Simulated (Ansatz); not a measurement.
# AlH₃O: basis-set convergence

The task here is to estimate one member of a computed series from the others.

Computed with Ansatz 0.2.0, Gaussian basis. Level: one geometry, several basis sets.

Levels to be run: PBE0-D4/def2-SVP; ωB97M-V/def2-SVP; PBE0-D4/def2-QZVPP; ωB97M-V/def2-QZVPP; CCSD(T)/cc-pV(D+d)Z; CCSD(T)/cc-pV(T+d)Z; CCSD(T)/cc-pV(Q+d)Z; the functionals' def2-TZVPP values are taken from earlier runs.

### The geometry

The geometry comes from an earlier relaxation with PBE0-D4 in a triple-zeta def2 set; it is a stationary point.

SMILES `[OH][AlH2]`, 5 atoms, charge 0, spin multiplicity 1.

Atoms are counted from 1 here; the program's logs count them from 0.

Bond lengths: O1–Al2 1.696 Å, O1–H3 0.956 Å, Al2–H4 1.585 Å, Al2–H5 1.577 Å. Angles: Al2–O1–H3 123.4°, O1–Al2–H4 119.7°, O1–Al2–H5 116.0°, H4–Al2–H5 124.4°.

The first run:

in.yaml

```yaml
crystal:
  periodic: [false, false, false]
  atoms:
    - {symbol: O, position_ang: [0.654851, -0.706885, 0.756677]}
    - {symbol: Al, position_ang: [-0.157872, 0.423789, -0.210842]}
    - {symbol: H, position_ang: [0.557410, -1.652202, 0.656199]}
    - {symbol: H, position_ang: [-1.137027, -0.078936, -1.351190]}
    - {symbol: H, position_ang: [0.132638, 1.940633, 0.107656]}
basis:
  gaussian: {orbitals: def2-SVP}
hamiltonian: {xc: pbe0, dispersion: d4}
output: {orbitals: {seedname: orbitals}}
```

Command:

```console
$ ansatz run in.yaml --threads 2 --pin off --events-out ev --progress --plain --max-ram 32768MiB --backend cpu
```

Steps of the session up to this table: PBE0-D4 in def2-SVP; ωB97M-V in def2-SVP; PBE0-D4 in def2-QZVPP; ωB97M-V in def2-QZVPP.

One table of the session follows, with a row left open; its other results are not shown here.

| functional | basis | HOMO (eV) |
| --- | --- | --- |
| PBE0-D4 | def2-SVP | -8.27 |
| PBE0-D4 | def2-TZVPP | -8.37 |
| PBE0-D4 | def2-QZVPP | -8.39 |
| ωB97M-V | def2-SVP | -10.45 |
| ωB97M-V | def2-TZVPP | -10.61 |
| ωB97M-V | def2-QZVPP | ? |

Q: Estimate the row for ωB97M-V, def2-QZVPP from the others.

As computed: HOMO (eV): -10.63. In the column «HOMO (eV)» it is the lowest.
